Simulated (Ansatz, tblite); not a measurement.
# The cluster Al₂B₂: competing shapes, part 2 of 2

Which shape does the cluster Al₂B₂ prefer? Candidates from a tight-binding search are relaxed and compared.

Ansatz 0.2.0, Gaussian basis; relaxed with PBE0-D4/def2-TZVP, singlet. The steps go on from the part before.

### 10 Candidate B, CAM-B3LYP-D4/def2-TZVP

in.yaml reads:

```yaml
crystal:
  periodic: [false, false, false]
  atoms:
    - {symbol: B, position_ang: [-0.286006, -0.621095, 1.683940]}
    - {symbol: B, position_ang: [0.252376, -1.650709, 0.717763]}
    - {symbol: Al, position_ang: [0.030972, 2.097025, -2.216683]}
    - {symbol: Al, position_ang: [0.002668, 0.174779, -0.185030]}
basis:
  gaussian: {orbitals: def2-TZVP, initial_orbitals: start.molden}
hamiltonian: {xc: {name: CAM-B3LYP}, dispersion: d4}
scf: {omitted_lower_state_checks: [starts]}
output: {orbitals: {seedname: orbitals}}
```

Command:

```sh
ansatz run in.yaml --threads 2 --pin off --events-out ev --progress --plain --max-ram 4352MiB
```

Output:

```text
Functional definition: CAM-B3LYP
  name "CAM-B3LYP"
  cite "Yanai, Tew & Handy, Chem. Phys. Lett. 393, 51 (2004) doi:10.1016/j.cplett.2004.06.011"
  cite "Iikura, Tsuneda, Yanai & Hirao, J. Chem. Phys. 115, 3540 (2001) doi:10.1063/1.1383587"
  cite "Becke, Phys. Rev. A 38, 3098 (1988) doi:10.1103/PhysRevA.38.3098"
  cite "Lee, Yang & Parr, Phys. Rev. B 37, 785 (1988) doi:10.1103/PhysRevB.37.785"
  cite "Vosko, Wilk & Nusair, Can. J. Phys. 58, 1200 (1980) doi:10.1139/p80-159"
  parameter alpha = 0.19
  parameter beta = 0.46
  parameter omega = 0.33/bohr
  parameter ac = 0.81
  # Exact exchange under (alpha + beta erf(omega r))/r, Becke's under what is left of 1/r.
  exchange = (1 - alpha - beta)*b88_x + beta*b88_x_sr(omega) + alpha*exact_x + beta*exact_x_lr(omega)
  correlation = (1 - ac)*vwn5_c + ac*lyp_c
these checks for a lower state are left out or cut short: starts
856 factors; their error is unknown
246 factors; integrals over basis functions are off by at most 5.7e-5 eV
mean field evaluation 1: about -14538.8684 eV, gradient 7.8e0 eV
mean field evaluation 2: about -14538.9521 eV, gradient 1.6e-1 eV
mean field evaluation 4: about -14538.9719 eV, gradient 4.8e-3 eV
mean field -14538.97194541 eV, -534.2973641247 hartree, gradient 2.1e-5 eV, S^2 0.000000; 0 other end points of the search recorded, 0 dependent functions left out
reference -14538.97205131 eV, -534.2973680166 hartree; 18, 18 occupied and 118, 118 virtual orbitals, 856 factors
Total energy: -14539.08426227 eV, -534.3014916933 hartree
Checks for a lower state left out: starts
```

Run time: 2.1 s. Hardware: 2 threads of Arm Neoverse V2, shared host.

HOMO -6.56 eV, LUMO -2.17 eV.

### 11 Candidate B, r2SCANh-D4/def2-TZVP

in.yaml, as its differences from that of step 10:

```diff
@@ -9,3 +9,3 @@
   gaussian: {orbitals: def2-TZVP, initial_orbitals: start.molden}
-hamiltonian: {xc: {name: CAM-B3LYP}, dispersion: d4}
+hamiltonian: {xc: {name: r2SCANh}, dispersion: d4}
 scf: {omitted_lower_state_checks: [starts]}
```

Same command.

Output:

```text
Functional definition: r2SCANh
  name "r2SCANh"
  cite "Bursch, Neugebauer, Ehlert & Grimme, J. Chem. Phys. 156, 134105 (2022) doi:10.1063/5.0086040"
  cite "Furness, Kaplan, Ning, Perdew & Sun, J. Phys. Chem. Lett. 11, 8208 (2020) doi:10.1021/acs.jpclett.0c02405"
  cite "Furness, Kaplan, Ning, Perdew & Sun, J. Phys. Chem. Lett. 11, 9248 (2020) doi:10.1021/acs.jpclett.0c03077"
  parent r2scan
  parameter a = 0.1
  parameter k0 = 0.174
  parameter k1 = 0.065
  parameter a1 = 4.9479
  exchange = (1 - a)*r2scan_x(k0 = k0, k1 = k1, a1 = a1) + a*exact_x
  correlation = r2scan_c
these checks for a lower state are left out or cut short: starts
856 factors; their error is unknown
mean field evaluation 1: about -14537.6062 eV, gradient 5.1e0 eV
mean field evaluation 2: about -14537.6334 eV, gradient 7.1e-2 eV
mean field evaluation 4: about -14537.6417 eV, gradient 2.5e-3 eV
mean field -14537.64170472 eV, -534.2484786811 hartree, gradient 1.6e-5 eV, S^2 0.000000; 0 other end points of the search recorded, 0 dependent functions left out
reference -14537.64171444 eV, -534.2484790382 hartree; 18, 18 occupied and 118, 118 virtual orbitals, 856 factors
Total energy: -14537.67232298 eV, -534.2496038813 hartree
Checks for a lower state left out: starts
```

Run time: 3.4 s. Hardware: 2 threads of Arm Neoverse V2, shared host.

HOMO -5.25 eV, LUMO -3.74 eV.

### 12 Candidate B, CCSD(T)/def2-TZVPP

in.yaml, as its differences from that of step 11:

```diff
@@ -8,4 +8,4 @@
 basis:
-  gaussian: {orbitals: def2-TZVP, initial_orbitals: start.molden}
-hamiltonian: {xc: {name: r2SCANh}, dispersion: d4}
+  gaussian: {orbitals: def2-TZVPP, initial_orbitals: start.molden}
+correlation: {method: ccsd_t}
 scf: {omitted_lower_state_checks: [starts]}
```

The command is unchanged.

Output:

```text
Functional definition: HF
  name "HF"
  cite "Fock, Z. Phys. 61, 126 (1930) doi:10.1007/BF01340294"
  parent pbe
  exchange = exact_x
  correlation = 0
these checks for a lower state are left out or cut short: starts
910 factors; integrals over basis functions are off by at most 5.1e-4 eV
mean field evaluation 1: about -14501.9562 eV, gradient 2.5e1 eV
mean field evaluation 2: about -14502.6244 eV, gradient 1.1e0 eV
mean field evaluation 4: about -14502.8509 eV, gradient 1.6e-1 eV
mean field evaluation 8: about -14502.8514 eV, gradient 1.4e-6 eV
mean field evaluation 16: about -14497.7085 eV, gradient 1.2e1 eV
mean field evaluation 32: about -14501.1515 eV, gradient 5.9e-2 eV
mean field evaluation 64: about -14498.8697 eV, gradient 9.1e-3 eV
mean field -14502.85140891 eV, -532.9699588917 hartree, gradient 1.8e-6 eV, S^2 0.000000; 1 other end points of the search recorded, 0 dependent functions left out; unrestricted orbitals would lower it
mean field evaluation 96: about -14503.6632 eV, gradient 2.0e-1 eV
determinant -14502.85140891 eV, -532.9699588917 hartree, with singles and doubles -14512.45772759 eV, -533.3229845918 hartree
determinant -14501.15155222 eV, -532.9074903104 hartree, with singles and doubles -14509.93079748 eV, -533.2301216229 hartree
12 core orbitals not correlated: weight in the atoms' cores, before any rotation towards them, 1.000 or more for the frozen orbitals, at most 0.000 for the correlated occupied ones
reference -14502.85140891 eV, -532.9699588917 hartree; 6, 6 occupied and 128, 128 virtual orbitals, 910 factors
second order -8.62333240 eV of doubles, -0.00000000 eV of singles
cycle   1  -9.38059964 eV  change   -2.7e-1 eV  update   3.4e-2
cycle   2  -9.42533202 eV  change   -4.5e-2 eV  update   1.4e-2
cycle   3  -9.41675130 eV  change    8.6e-3 eV  update   9.5e-3
cycle   4  -9.42803957 eV  change   -1.1e-2 eV  update   7.4e-3
cycle   5  -9.43666578 eV  change   -8.6e-3 eV  update   4.8e-3
cycle   6  -9.43923609 eV  change   -2.6e-3 eV  update   2.3e-3
cycle   7  -9.44082642 eV  change   -1.6e-3 eV  update   1.0e-3
cycle   8  -9.44182792 eV  change   -1.0e-3 eV  update   5.0e-4
cycle   9  -9.44194566 eV  change   -1.2e-4 eV  update   1.9e-4
cycle  10  -9.44186755 eV  change    7.8e-5 eV  update   7.7e-5
cycle  11  -9.44186807 eV  change   -5.2e-7 eV  update   3.6e-5
cycle  12  -9.44186109 eV  change    7.0e-6 eV  update   1.8e-5
cycle  13  -9.44186239 eV  change   -1.3e-6 eV  update   9.9e-6
perturbative correction -0.88911711 eV, -0.0326744512 hartree
Total energy: -14513.18238841 eV, -533.3496153859 hartree
Checks for a lower state left out: starts
```

It took 10 s on 2 threads of Arm Neoverse V2, shared host; peak memory 0.77 GiB.

From the report: Hartree-Fock HOMO -7.15 eV, LUMO -0.13 eV; T1 0.064. Doubts: large T1 diagnostic, restricted state is unstable towards broken spin symmetry.

### 13 B against A

The energies of A at these levels come from its own runs, whose logs aren't repeated here.

```
                 level  B above A (kJ/mol)     time
              GFN1-xTB              +107.8  0.005 s
              GFN2-xTB                -6.0  0.019 s
        HF/def2-TZVPP†               +82.1         
      PBE-D4/def2-TZVP              +138.5      3 s
   r2SCAN-D4/def2-TZVP              +142.1    6.4 s
  r2SCANh-D4/def2-TZVP              +142.4    6.7 s
     PBE0-D4/def2-TZVP              +138.4    3.4 s
CAM-B3LYP-D4/def2-TZVP              +131.4    4.2 s
       MP2/def2-TZVPP†              +172.0         
      CCSD/def2-TZVPP†              +123.0         
   CCSD(T)/def2-TZVPP†              +128.0     29 s
```

Times add the two runs; a level without a time comes out of a correlated run. † marks a level with a doubtful state (flagged, unstable, out of aufbau order, or strongly spin-contaminated); such levels are left out of the summary. CCSD(T)/def2-TZVPP is no safe reference here (large T1 diagnostic).

### 14 Summary of results

The summary covers parts 1 to 2.

| quantity | value |
| --- | --- |
| B above A, range of the levels free of doubt, tight binding aside | +131.4 to +142.4 kJ/mol |
| levels that put B lower | GFN2-xTB |

**Reading.** The levels disagree on B and A: 1 of 7 put B lower. The search was small, so a lower isomer may exist. Only singlets are compared; another spin may lie lower and prefer another shape.
